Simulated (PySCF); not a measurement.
Species: PMe2PMe2, C4H12P2.
Atom-mapped SMILES: `[CH3:1][P:2]([CH3:3])[P:4]([CH3:5])[CH3:6]` (hydrogens: H7, H8, H9 on C1; H10, H11, H12 on C3; H13, H14, H15 on C5; H16, H17, H18 on C6)

Computed by this run: PBE0-D3(BJ)/def2-SVP geometry optimisation, gas phase in PySCF; density fitting, grid level 1; the optimiser is geomeTRIC in internal coordinates, started from a GFN2-xTB structure with every atom displaced at random (about 0.01 Å).

Step 0: E = -22901.0351 eV
```
atom  x, y, z in Å  |  force x, y, z in eV/Å
C1     -1.5721    0.1455    1.3233   -0.262   1.137  -0.518
P2     -0.8773   -0.6663   -0.1743    0.115  -0.020  -0.235
C3     -1.9692    0.1405   -1.4574    0.756   0.143   0.969
P4      0.9038    0.6646   -0.4119   -0.665   0.123  -0.041
C5      1.9490   -0.1543    0.8510   -0.955   0.038   0.684
C6      1.5840   -0.1603   -1.9066    0.187   0.210   0.274
H7     -2.6034   -0.1859    1.4567   -0.305  -0.142   0.113
H8     -1.5798    1.2589    1.1960   -0.031  -0.550   0.148
H9     -1.0159   -0.0918    2.2202    0.359  -0.245   0.479
H10    -1.6288   -0.1647   -2.4320    0.117  -0.220  -0.800
H11    -2.9825   -0.1977   -1.2931   -0.667  -0.162  -0.030
H12    -1.9017    1.2291   -1.3638   -0.155   0.232  -0.080
H13     2.9469    0.2044    0.7041    1.118   0.229   0.000
H14     1.6130    0.1528    1.8644    0.167  -0.101  -0.300
H15     1.9084   -1.2433    0.7774    0.106  -0.306  -0.007
H16     2.6064    0.2075   -2.0358    0.248  -0.028  -0.174
H17     1.0069    0.1149   -2.7849   -0.218   0.101  -0.397
H18     1.5849   -1.2420   -1.7839    0.084  -0.439  -0.085
```

Problem. Estimate the geometry and energy of step 1. (The exact step hangs on the optimiser's Hessian estimate; all steps are aligned on step 0, rigid shifts and turns removed.)

Solution. E = -22901.1382 eV, largest force 0.253 eV/Å
```
atom  x, y, z in Å  |  force x, y, z in eV/Å
C1     -1.6119    0.1824    1.3366    0.048  -0.086   0.125
P2     -0.9012   -0.6527   -0.1600    0.004   0.007   0.012
C3     -1.9631    0.1498   -1.4519   -0.035  -0.122  -0.091
P4      0.8952    0.6432   -0.4115   -0.023   0.034   0.025
C5      1.9716   -0.1561    0.8702    0.210   0.040  -0.136
C6      1.5953   -0.1742   -1.9219   -0.063  -0.029  -0.019
H7     -2.6426   -0.1772    1.4856    0.015  -0.001  -0.006
H8     -1.6255    1.2780    1.2483   -0.005   0.080  -0.031
H9     -1.0351   -0.0927    2.2355   -0.031  -0.002  -0.076
H10    -1.6161   -0.1464   -2.4567   -0.055   0.036   0.094
H11    -2.9968   -0.2181   -1.3313    0.078   0.035  -0.040
H12    -1.9608    1.2474   -1.3765   -0.006   0.049  -0.011
H13     2.9997    0.2357    0.7506   -0.156  -0.068   0.049
H14     1.6268    0.1176    1.8758   -0.027   0.013   0.075
H15     1.9959   -1.2536    0.7771   -0.009   0.004   0.026
H16     2.6191    0.1972   -2.0789    0.024   0.008  -0.014
H17     1.0013    0.1043   -2.8068    0.028  -0.014   0.033
H18     1.6207   -1.2726   -1.8347    0.003   0.016  -0.015
```

The energy changes by -0.1031 eV. The first-order estimate −F·Δx gives -0.2205 eV and the mean of the old and new forces, exact on a quadratic surface, -0.1030 eV. The step makes an angle of 70° with the force vector and moves no atom by more than 0.088 Å.

What follows is the cost of the whole optimisation. Hardware: one thread of an Arm Neoverse V1, shared host with 64 logical CPUs at a one-minute load of 18. Cost: 39 s wall, 0.62 GiB resident at most.
